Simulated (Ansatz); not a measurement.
Ansatz (a quantum-chemistry and plane-wave program) input:
A basis named .json is the Basis Set Exchange file of that set.

Ansatz 0.2 input:
```yaml
crystal:
  periodic: [false, false, false]
  atoms:
    - {symbol: C, position_ang: [0.05713489, 0.62201518, 0.05144694]}
    - {symbol: N, position_ang: [-0.00528734, -0.81344612, 0.05212403]}
    - {symbol: H, position_ang: [-0.94857585, 1.06891843, 0.03510111]}
    - {symbol: H, position_ang: [-0.51054075, -1.09359063, -0.79570070]}
    - {symbol: H, position_ang: [0.58587122, 0.98412688, 0.93348780]}
    - {symbol: H, position_ang: [0.56744742, 1.00257708, -0.84643810]}
basis:
  gaussian:
    orbitals: def2-TZVPPD.json
magnetization: {spin_polarized: true, initial_magnetization: 1}
correlation: {method: ccsd_t, electrons: outside_noble_gas}
```

Predict the final energy.

-95.03403 Eh (CCSD(T)/def2-TZVPPD). The basis has 142 functions.

It need not be the lowest isomer of its formula.
